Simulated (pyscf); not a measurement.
Homolytic dissociation enthalpies at 298 K of Ge–Ge, Ge–Si, Ge–Sn, Si–Si bonds in 8 gas-phase molecules, in kJ/mol. Optimised with ωB97X-D3(BJ)/def2-SVP in PySCF. Both columns use the same structures and thermal terms. Rows were drawn at random from the closed-shell molecules with such a bond whose radicals are computed, keep their shape and have no isomer in the data more than 5 kcal/mol lower.

```tsv
row	molecule	radicals	PBE/def2-TZVP	ωB97M-D3(BJ)/def2-TZVP
1	H₂N–SiH₂–Si(F)(SiH₃)–SiH₃	H₂N–SiH₂• + F–Si•(SiH₃)–SiH₃	265.0	297.3
2	F–Si(F)(SiH₃)–SiH₃	F–Si•(F)–SiH₃ + SiH₃•	289.4	312.0
3	H₃Si–SiH(SiH₃)–SiH₃	SiH₃• + H₃Si–SiH•–SiH₃	287.8	308.3
4	Cl–Sn(Cl)(Cl)–GeH₃	Cl–Sn•(Cl)–Cl + GeH₃•	229.5	247.4
5	Cl–GeH(GeH₃)–GeH₃	Cl–GeH•–GeH₃ + GeH₃•	262.0	270.0
6	H₃Si–SiH₂–GeH₂–SiH₃	•H₂Si–SiH₃ + H₃Si–GeH₂•	276.2	289.4
7	HO–SiH₂–SiH(OH)–F	HO–SiH₂• + HO–SiH•–F	289.9	?
8	H₂N–SiH₂–Si(OH)(SiH₃)–SiH₃	H₂N–SiH₂• + HO–Si•(SiH₃)–SiH₃	259.1	292.6
```

**Question.** Fit a line that carries the PBE values to the last column and predict row 7.

**Answer.** In the 7 complete rows the last column lies 8.0 to 33.5 kJ/mol from PBE (mean 21.1, median 20.5). Least squares gives y = 18.5 + 1.01·x with residuals of 8.7 kJ/mol (root mean square). For row 7: 18.5 + 1.01 × 289.9 = 311.3 kJ/mol, an extrapolation. The computed value is 320.4 kJ/mol, 9.1 over the line. Elements up to Kr have no core potential and no relativistic terms here. Elements past Kr carry the def2 core potentials, without spin-orbit coupling.
